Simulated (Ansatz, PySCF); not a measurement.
ethane cation (C₂H₆), SMILES CC (connectivity only; charge and spin as stated), charge +1, multiplicity 2. Atoms are numbered in the order given.

```xyz
8

C      0.0674     0.7110     0.0000
C     -0.0674    -0.7110     0.0000
H     -0.6156     1.2142     0.7610
H     -0.6156     1.2142    -0.7610
H      1.0644     1.1404     0.0000
H      0.6156    -1.2142     0.7610
H      0.6156    -1.2142    -0.7610
H     -1.0644    -1.1404     0.0000
```
Charge +1, spin multiplicity 2.

Geometry: PBE0-D3(BJ)/def2-TZVP. The spin state was assumed, not searched.

Two levels are set side by side: PBE-D3(BJ)/def2-TZVP (Ansatz, a quantum-chemistry and plane-wave program) and PBE0-D3(BJ)/def2-TZVP (Ansatz). Each level has its own optimised geometry; the coordinates shown are those of the second. Frequencies come from the Hessian of PySCF at each geometry. Differences are taken from unrounded values.

| quantity | PBE0-D3(BJ) |
|---|---|
| mean bond length (Å) | 1.165 |
| bond C1–C2 (Å) | 1.428 |
| bond C1–H3 (Å) | 1.140 |
| bond C1–H4 (Å) | 1.140 |
| bond C1–H5 (Å) | 1.086 |
| bond C2–H6 (Å) | 1.140 |
| bond C2–H7 (Å) | 1.140 |
| bond C2–H8 (Å) | 1.086 |
| highest harmonic wavenumber (cm⁻¹) | 3212 |
| mean harmonic wavenumber (cm⁻¹) | 1548 |
| zero-point energy (kcal/mol) | 39.84 |

Problem. What does PBE-D3(BJ) give, and how far is it from PBE0-D3(BJ)? (Estimate from the structure and the level; the computed values follow.)

Solution. 
```
quantity                            PBE-D3(BJ)  PBE-D3(BJ) minus PBE0-D3(BJ)
----------------------------------  ----------  ----------------------------
mean bond length (Å)                     1.173                         0.008
bond C1–C2 (Å)                           1.441                         0.012
bond C1–H3 (Å)                           1.146                         0.007
bond C1–H4 (Å)                           1.146                         0.007
bond C1–H5 (Å)                           1.093                         0.007
bond C2–H6 (Å)                           1.146                         0.007
bond C2–H7 (Å)                           1.146                         0.007
bond C2–H8 (Å)                           1.093                         0.007
highest harmonic wavenumber (cm⁻¹)        3128                           -85
mean harmonic wavenumber (cm⁻¹)           1527                           -21
zero-point energy (kcal/mol)             39.29                         -0.54
```

Exact exchange shortens and stiffens bonds; PBE has none. Differences between two approximate levels are no errors against the true value.
